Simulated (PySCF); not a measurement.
Molecule: SMILES CP(C=C)C, C$_{4}$H$_{9}$P.

Geometry:
| atom | x (Å) | y (Å) | z (Å) |
| --- | --- | --- | --- |
| C1 | 2.117 | -0.564 | -0.076 |
| C2 | 0.994 | -0.934 | 0.549 |
| P3 | -0.438 | 0.106 | 0.971 |
| C4 | -0.210 | 1.537 | -0.170 |
| C5 | -1.761 | -0.828 | 0.072 |
| H6 | 2.949 | -1.262 | -0.207 |
| H7 | 2.261 | 0.444 | -0.474 |
| H8 | 0.924 | -1.959 | 0.938 |
| H9 | 0.620 | 2.168 | 0.183 |
| H10 | -1.123 | 2.151 | -0.148 |
| H11 | -0.010 | 1.225 | -1.208 |
| H12 | -1.530 | -0.967 | -0.996 |
| H13 | -1.890 | -1.816 | 0.539 |
| H14 | -2.714 | -0.287 | 0.170 |

Geometry PBE0-D3(BJ)/def2-SVP throughout; GIAO in PySCF 2.14, gas phase, one conformer, non-relativistic; equivalent atoms averaged; basis pcSseg-1.

For orientation, B97-2 gives these absolute shieldings σ: C2 34.6, C1 61.1, C4/C5 169.3, P3 376.2, H8 24.98, H6 25.64, H7 26.04, H9/H10/H11/H12/H13/H14 30.33 ppm.

A run gave: C2 28.9, C1 56.4, C4/C5 169.7, P3 376.2, H8 25.10, H6 25.73, H7 26.09, H9/H10/H11/H12/H13/H14 30.44 ppm (absolute shieldings σ).

Question: Which functional was used in that run?
A. BHandHLYP
B. LC-wPBE
C. WP04
D. CAM-B3LYP

Answer: A. P3 tells them apart best: BHandHLYP gives 376.2, WP04 gives 323.9, CAM-B3LYP gives 360.9, LC-wPBE gives 389.1 ppm.
